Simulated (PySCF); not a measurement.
Gas-phase reaction: BF3.H2O + B2O + 2 HOF → 2 BF(OH)2 + BF3

Energies from PySCF, thermal terms from the rigid-rotor harmonic-oscillator model, ideal gas at 1 bar. † marks an energy on the PBE0/def2-TZVP geometry and frequencies; other levels use their own. MP2 and CCSD(T) freeze the core. All species are closed-shell singlets. B3LYP is the form with VWN-RPA correlation. Adducts (BF3.H2O) have no counterpoise correction, and HF, PBE, BLYP, B3LYP and PBE0 lack dispersion. BF3.H2O, BF(OH)2: computed as isolated molecules; such fragments, hydroxides, amides, oligomers or adducts are transient or little studied in the gas. MP2 isn't extrapolated to the basis-set limit. CCSD(T) isn't extrapolated to the basis-set limit. Strong static correlation: B2O.

```
level                ΔH°(298 K), kJ
-------------------  --------------
B3LYP/def2-TZVP†              -1822
BLYP/def2-TZVP†               -1762
CCSD(T)/def2-TZVPP†           -1810
M06-2X/def2-TZVP†        (withheld)
MP2/def2-SVP†            (withheld)
MP2/def2-TZVPP†          (withheld)
PBE/def2-SVP                  -1832
PBE0/def2-QZVP†          (withheld)
PBE0/def2-SVP†                -1888
LDA/def2-TZVP†                -1906
```

Task: Complete the blanks.

Result: 
- M06-2X/def2-TZVP†, ΔH°(298 K), kJ: -1872
- MP2/def2-SVP†, ΔH°(298 K), kJ: -1935
- MP2/def2-TZVPP†, ΔH°(298 K), kJ: -1908
- PBE0/def2-QZVP†, ΔH°(298 K), kJ: -1854
